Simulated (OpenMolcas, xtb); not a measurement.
## AlNH3O (SMILES [NH2][Al][OH]): methods side by side

AlNH3O: 6 atoms, total charge 0, spin state doublet. SMILES: `[NH2][Al][OH]`. Geometry: relaxed at PBE0-D4/def2-TZVP. This is one conformer, not always the lowest.

Each level gives the vertical ionisation energy (to the singlet cation) (eV). The values are calculated.

```json
{"level": "GFN2-xTB", "kind": "semi-empirical", "program": "xtb", "value (eV)": "12.54", "less CCSD(T)/def2-SVPD": "+4.67", "CPU time (all runs)": "under 2 s"}
{"level": "GFN1-xTB", "kind": "semi-empirical", "program": "xtb", "value (eV)": "12.83", "less CCSD(T)/def2-SVPD": "+4.96", "CPU time (all runs)": "under 2 s"}
{"level": "UHF/def2-SVPD", "kind": "Hartree–Fock", "program": "OpenMolcas", "value (eV)": "7.88", "less CCSD(T)/def2-SVPD": "+0.01", "CPU time (all runs)": "19 s"}
{"level": "USVWN5/def2-SVPD", "kind": "LDA", "program": "OpenMolcas", "value (eV)": "7.95", "less CCSD(T)/def2-SVPD": "+0.08", "CPU time (all runs)": "50 s"}
{"level": "U-revPBE/def2-SVPD", "kind": "GGA", "program": "OpenMolcas", "value (eV)": "7.88", "less CCSD(T)/def2-SVPD": "+0.01", "CPU time (all runs)": "73 s"}
{"level": "U-r2SCAN/def2-SVPD", "kind": "meta-GGA", "program": "OpenMolcas", "value (eV)": "8.04", "less CCSD(T)/def2-SVPD": "+0.17", "CPU time (all runs)": "1.9 min"}
{"level": "UB3LYP/def2-SVPD", "kind": "global hybrid", "program": "OpenMolcas", "value (eV)": "8.06", "less CCSD(T)/def2-SVPD": "+0.19", "CPU time (all runs)": "83 s"}
{"level": "ROCCSD(T)/def2-SVPD", "kind": "coupled cluster or CI", "program": "OpenMolcas", "value (eV)": "7.87", "less CCSD(T)/def2-SVPD": "0.00", "CPU time (all runs)": "84 s"}
```

ROCCSD(T)/def2-SVPD is the highest level here, not the true value. The values span 7.87 to 12.83 eV. The xTB values lack the empirical shift that such differences need. CPU times are rough (shared hosts, several kinds of processor): they show what a rung costs within a factor of a few.
